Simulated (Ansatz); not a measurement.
**SiN₂H (sextet): wave-function methods side by side, def2-TZVPP**

One table from this session's results is given with a row withheld; the runs are named, their logs left out.

The runs use Ansatz 0.2.0, Gaussian basis; def2-TZVPP, core rule «outside noble gas», up to 7 orbitals frozen.

To be run: UHF; ROHF; CCSD(T) on UHF.

### The geometry

The geometry is a PBE0/def2-TZVP stationary point (not a proven minimum) of the parent state, kept for this charge and spin.

4 atoms, charge 0, spin multiplicity 6.

Atoms are counted from 1 here; the program's logs count them from 0.

Bond lengths: N1–Si2 1.697 Å, Si2–N3 1.697 Å, Si2–H4 1.480 Å. Angles: N1–Si2–N3 124.0°, N1–Si2–H4 118.0°, N3–Si2–H4 118.0°.

Set-up of the first run:

in.yaml

```yaml
crystal:
  periodic: [false, false, false]
  atoms:
    - {symbol: N, position_ang: [0.000000, -0.431982, 1.498918]}
    - {symbol: Si, position_ang: [0.000000, 0.364687, 0.000000]}
    - {symbol: N, position_ang: [0.000000, -0.431982, -1.498918]}
    - {symbol: H, position_ang: [0.000000, 1.844223, 0.000000]}
basis:
  gaussian: {orbitals: def2-TZVPP}
magnetization: {spin_polarized: true, initial_magnetization: 5}
hamiltonian: {xc: hf}
output: {orbitals: {seedname: orbitals}}
```

The run is started by

```bash
> ansatz run in.yaml --threads 1 --pin off --events-out ev --progress --plain --max-ram 3968MiB --backend cpu
```

Steps of the session up to this table: UHF; ROHF; CCSD(T) on UHF.

One of the session's tables, all rows but one given; the rest of the session is left out.

```
  method  from UCCSD(T) (meV)
    ROHF                    ?
     UHF             +10884.3
    UMP2              +1687.2
   UCCSD               +374.0
UCCSD(T)                    0
```

**Question.** Estimate the row for ROHF.

As computed: from UCCSD(T) (meV): +11335.4. In the column «from UCCSD(T) (meV)» it is the highest.
